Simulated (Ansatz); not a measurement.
## Worked example: correlation energy of [OH···H···BH2], doublet

Geometry: a point of a hydrogen-transfer path between rigid fragments, not a stationary point.

```yaml
atoms:
  - { symbol: O, position_ang: [-1.0653, -0.0303, 0.0000] }
  - { symbol: H, position_ang: [-1.3146, 0.8963, 0.0000] }
  - { symbol: H, position_ang: [-0.1733, -0.0303, 0.0000] }
  - { symbol: B, position_ang: [1.3657, -0.0303, 0.0000] }
  - { symbol: H, position_ang: [1.8748, -0.0303, 1.0770] }
  - { symbol: H, position_ang: [1.8748, -0.0303, -1.0770] }
```

Basis cc-pVDZ; Ansatz 0.2.0. Correlated methods freeze the noble-gas cores, which leaves 13 electrons in 46 orbitals. Prefix R: restricted or restricted open-shell reference; prefix U: unrestricted.

Full CI isn't at hand for all of this; UCCSDT(Q) serves as the reference, and is uncertain by about the last step of the cluster series.

Runs differ by some tens of microhartree through their thresholds and, for an open shell, their frozen cores, so steps under 0.03 kcal/mol mean nothing.

| level | total energy (hartree) |
| --- | --- |
| UHF | -101.740500 |
| UMP2 | -102.017281 |
| UCCSD | -102.045993 |
| UCCSD(T) | -102.051302 |
| UCCSDT | -102.051923 |
| UCCSDT(Q) | -102.052450 |

What is the correlation energy at UCCSDT(Q), and what share of it do UMP2 and UCCSD(T) recover?

E(corr) = -102.052450 − (-101.740500) = -0.311950 hartree = -8.489 eV. UMP2: -0.276781 / -0.311950 = 88.73 %. UCCSD(T): -0.310802 / -0.311950 = 99.63 %.

By how many kcal/mol does UCCSD(T) miss UCCSDT(Q) (1 hartree = 627.509 kcal/mol), and which steps make up the rest?

-102.051302 − (-102.052450) = 0.001148 hartree = 0.72 kcal/mol. Steps: UCCSDT − UCCSD(T) = -0.39, UCCSDT(Q) − UCCSDT = -0.33 kcal/mol. That is within 1 kcal/mol of the reference in this basis, which itself misses far more of the correlation at the basis-set limit.
